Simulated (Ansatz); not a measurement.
A made-up structure of CHOSi, doublet:

```
4
angstrom
C 0.1813 -0.6443 0.9541
Si -0.8482 -0.0386 -0.7563
O 1.0941 -0.7025 0.2192
H 1.9165 -0.3324 -0.1381
```

It is relaxed with PBE-D4/def2-SVP and then PBE0-D4/def2-TZVP (Ansatz 0.2.0). Atoms count as bonded within 1.22 times the sum of their covalent radii (H–H: 0.88 Å). The end point is not checked to be a true minimum.

Task: Does its bonding change? (Judge from chemistry; the calculation decides.)

Result: Computed: No: no bond forms or breaks.

Where it ends: The first stage lowers the energy by 3.76 eV in 19 steps. It ends as CHOSi ([OH][C][Si]):
```xyz
4
angstrom
C 0.2259 -0.4926 0.0122
Si -1.3546 0.0424 -0.2279
O 1.4046 -0.9832 0.1898
H 2.0678 -0.2844 0.3049
```

Labels in which every atom is bracketed show which atoms are joined, not bond orders.

For scale, one of the runs: PBE0-D4/def2-TZVP relaxation, 105 basis functions, launched by `ansatz run in.yaml --threads 2 --pin off --events-out ev --progress --plain --max-ram 4352MiB`. The run took about 19 s on 2 CPU threads of an Arm Neoverse V2 (shared host).
